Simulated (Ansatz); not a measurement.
**SiH₂S: a ladder of functionals and wavefunction methods**

How much do the methods differ for SiH₂S? The plan is to run it at one geometry with functionals of several rungs and with coupled cluster. The yardstick is the atomisation energy at the CCSD(T) limit.

Method: functionals in def2-TZVPP, the program's frozen cores in correlated methods; program: Ansatz 0.2.0, Gaussian basis.

Plan: LDA (SPW92), PBE-D4, revPBE-D4, BLYP-D4, r2SCAN-D4, B97M-V, PBE0-D4, B3LYP-D4, r2SCANh-D4, r2SCAN0-D4, HSE06-D4, BHLYP-D4, CAM-B3LYP-D4, LC-ωPBE, ωB97X-V, ωB97M-V, B2PLYP, PBE-QIDH; CCSD(T)/def2-SVP; CCSD(T)/def2-TZVPP; CCSD(T)/def2-QZVPP; extrapolation to the limit; RPA on PBE.

## Step 1: The relaxed structure

An earlier PBE0-D4 in a triple-zeta def2 set relaxation fixed the geometry.

SMILES `[SiH]S`, 4 atoms, charge 0, spin multiplicity 1.

Atoms are counted from 1 here; the program's logs count them from 0.

Bond lengths: Si1–S2 2.115 Å, Si1–H3 1.525 Å, S2–H4 1.346 Å. Angles: S2–Si1–H3 89.3°, Si1–S2–H4 97.5°.

Coordinates:

```xyz
4
H2SSi
Si   -0.2628   -1.0744    0.1611
S     0.1905    0.9588   -0.2066
H     1.0175   -1.1908    0.9814
H    -0.8897    1.2460   -0.9562
```

## Step 2: LDA

This LDA is Slater exchange with PW92 correlation.

The input, in.yaml:

```yaml
crystal:
  periodic: [false, false, false]
  atoms:
    - {symbol: Si, position_ang: [-0.262757, -1.074443, 0.161085]}
    - {symbol: S, position_ang: [0.190500, 0.958847, -0.206590]}
    - {symbol: H, position_ang: [1.017471, -1.190823, 0.981388]}
    - {symbol: H, position_ang: [-0.889714, 1.246019, -0.956184]}
basis:
  gaussian: {orbitals: def2-TZVPP}
hamiltonian: {xc: lda}
output: {orbitals: {seedname: orbitals}}
```

Started as:

```
> ansatz run in.yaml --threads 2 --pin off --events-out ev --progress --plain --max-ram 32768MiB --backend cpu
```

The runs that follow: PBE-D4 (GGA); revPBE-D4 (GGA); BLYP-D4 (GGA); r2SCAN-D4 (meta-GGA); B97M-V (meta-GGA); B3LYP-D4 (hybrid); r2SCANh-D4 (hybrid); r2SCAN0-D4 (hybrid); HSE06-D4 (hybrid); BHLYP-D4 (hybrid); CAM-B3LYP-D4 (range-separated); LC-ωPBE (range-separated); ωB97X-V (range-separated); ωB97M-V (range-separated); B2PLYP (double hybrid); PBE-QIDH (double hybrid); CCSD(T) in def2-SVP; CCSD(T) in def2-TZVPP; CCSD(T) in def2-QZVPP; RPA on PBE orbitals.

**Question.** What will the summary of the whole plan be? Wanted: atomisation energy, CCSD(T)/CBS; farthest beyond LDA; mean size of error, GGA; mean size of error, meta-GGA; mean size of error, hybrid; mean size of error, range-separated; mean size of error, double hybrid; gap, smallest and largest; T1 diagnostic.

**Answer**, as computed:

| quantity | value |
| --- | --- |
| atomisation energy, CCSD(T)/CBS | 1065.8 kJ/mol |
| functionals within 5.3 kJ/mol (0.5 %) | BLYP-D4, r2SCAN-D4, B3LYP-D4 |
| farthest beyond LDA | LC-ωPBE (-43.5 kJ/mol) |
| mean size of error, GGA | 7.6 kJ/mol |
| mean size of error, meta-GGA | 14.0 kJ/mol |
| mean size of error, hybrid | 16.7 kJ/mol |
| mean size of error, range-separated | 19.0 kJ/mol |
| mean size of error, double hybrid | 24.6 kJ/mol |
| gap, smallest and largest | 2.42 eV (LDA (SPW92)), 9.07 eV (LC-ωPBE) |
| T1 diagnostic | 0.0165 |
| triples share of the correlation energy | 4.5 % |

**Reading.** LDA overbinds by 148.1 kJ/mol (14 %). PBE-D4 is off by +7.4 kJ/mol. Double hybrids carry the basis error of their MP2 part in triple zeta, and no dispersion term here, so their miss is partly the set-up's. Taken by rung, GGA functionals do best (7.6 kJ/mol on average) and double hybrid ones worst beyond LDA (24.6 kJ/mol). The reference freezes the cores and leaves out relativity and excitations past (T), so misses under about 5.3 kJ/mol can't be ranked. Hartree-Fock recovers 69 % of the binding; the rest is correlation. CCSD(T) in def2-SVP is off by -102.1 kJ/mol, worse than the median functional, from the basis alone. The gap grows from 2.4 to 9.1 eV across the functionals, mostly with the share of exact exchange. The restricted reference is unstable towards a spin-broken one.
